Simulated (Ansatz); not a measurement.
**H4NOSi radical: up Jacob's ladder to CCSD(T)**

Aim: compute H4NOSi radical with functionals from several rungs and with coupled cluster. The yardstick is the atomisation energy at the CCSD(T) limit.

The runs use Ansatz 0.2.0, Gaussian basis; functionals in def2-TZVPP, the program's frozen cores in correlated methods.

Levels to be run: LDA (SPW92), PBE-D4, revPBE-D4, BLYP-D4, r2SCAN-D4, B97M-V, PBE0-D4, B3LYP-D4, r2SCANh-D4, r2SCAN0-D4, HSE06-D4, BHLYP-D4, CAM-B3LYP-D4, LC-ωPBE, ωB97X-V, ωB97M-V, B2PLYP, PBE-QIDH; CCSD(T)/def2-SVP; CCSD(T)/def2-TZVPP; MP2/def2-QZVPP; extrapolation to the limit; RPA on PBE.

**1. Structure used throughout**

All runs share one geometry, relaxed beforehand with PBE0-D4 in a triple-zeta def2 set.

SMILES `[NH][SiH2]O`, 7 atoms, charge 0, spin multiplicity 2.

Atoms are counted from 1 here; the program's logs count them from 0.

Bond lengths: N1–Si2 1.741 Å, N1–H4 1.022 Å, Si2–O3 1.637 Å, Si2–H5 1.484 Å, Si2–H6 1.493 Å, O3–H7 0.959 Å. Angles: Si2–N1–H4 114.4°, N1–Si2–O3 110.5°, N1–Si2–H5 113.2°, N1–Si2–H6 105.1°, O3–Si2–H5 105.4°, O3–Si2–H6 112.1°, H5–Si2–H6 110.7°, Si2–O3–H7 117.6°.

**2. LDA**

This LDA is Slater exchange with PW92 correlation.

Input file in.yaml:

```yaml
crystal:
  periodic: [false, false, false]
  atoms:
    - {symbol: N, position_ang: [-1.219713, -0.362609, 0.666653]}
    - {symbol: Si, position_ang: [0.116643, 0.212096, -0.289999]}
    - {symbol: O, position_ang: [1.398529, -0.795133, -0.146905]}
    - {symbol: H, position_ang: [-2.101004, 0.125483, 0.496327]}
    - {symbol: H, position_ang: [-0.184326, 0.263020, -1.742090]}
    - {symbol: H, position_ang: [0.414583, 1.577184, 0.236195]}
    - {symbol: H, position_ang: [1.636587, -1.088040, 0.734220]}
basis:
  gaussian: {orbitals: def2-TZVPP}
magnetization: {spin_polarized: true, initial_magnetization: 1}
hamiltonian: {xc: lda}
output: {orbitals: {seedname: orbitals}}
```

Further steps of the session: PBE-D4 (GGA); revPBE-D4 (GGA); BLYP-D4 (GGA); r2SCAN-D4 (meta-GGA); B97M-V (meta-GGA); PBE0-D4 (hybrid); B3LYP-D4 (hybrid); r2SCANh-D4 (hybrid); r2SCAN0-D4 (hybrid); HSE06-D4 (hybrid); BHLYP-D4 (hybrid); CAM-B3LYP-D4 (range-separated); LC-ωPBE-D4 (range-separated); ωB97X-V (range-separated); ωB97M-V (range-separated); B2PLYP (double hybrid); PBE-QIDH (double hybrid); CCSD(T) in def2-SVP; CCSD(T) in def2-TZVPP; MP2 in def2-QZVPP; RPA on PBE orbitals.

**Question.** What will the summary of the whole plan be? Wanted: atomisation energy, CCSD(T)/CBS; farthest beyond LDA; mean size of error, GGA; mean size of error, meta-GGA; mean size of error, hybrid; mean size of error, range-separated; mean size of error, double hybrid; gap, smallest and largest; T1 diagnostic.

As calculated:

```
                               quantity                                                   value
        atomisation energy, CCSD(T)/CBS                                          544.3 kcal/mol
functionals within 2.7 kcal/mol (0.5 %)  BLYP-D4, r2SCAN-D4, B97M-V, B3LYP-D4, ωB97X-V, ωB97M-V
                    farthest beyond LDA                               BHLYP-D4 (-16.4 kcal/mol)
                mean size of error, GGA                                            5.3 kcal/mol
           mean size of error, meta-GGA                                            0.5 kcal/mol
             mean size of error, hybrid                                            8.2 kcal/mol
    mean size of error, range-separated                                            3.3 kcal/mol
      mean size of error, double hybrid                                            9.5 kcal/mol
              gap, smallest and largest               1.19 eV (LDA (SPW92)), 10.26 eV (LC-ωPBE)
                          T1 diagnostic                                                  0.0139
triples share of the correlation energy                                                   3.2 %
```

What this shows: LDA overbinds by 74.5 kcal/mol (14 %). PBE-D4 misses by +4.5 kcal/mol. Double hybrids carry the basis error of their MP2 part in triple zeta, and no dispersion term here, so their miss is partly the set-up's. Taken by rung, meta-GGA functionals do best (0.5 kcal/mol on average) and double hybrid ones worst beyond LDA (9.5 kcal/mol). Misses under about 2.7 kcal/mol are within the doubt on the reference itself, which lacks core-valence correlation, relativity and higher excitations. Hartree-Fock recovers 69 % of the binding; the rest is correlation. CCSD(T) in def2-SVP is off by -54.2 kcal/mol, worse than the median functional, from the basis alone. The gap grows from 1.2 to 10.3 eV across the functionals, mostly with the share of exact exchange.
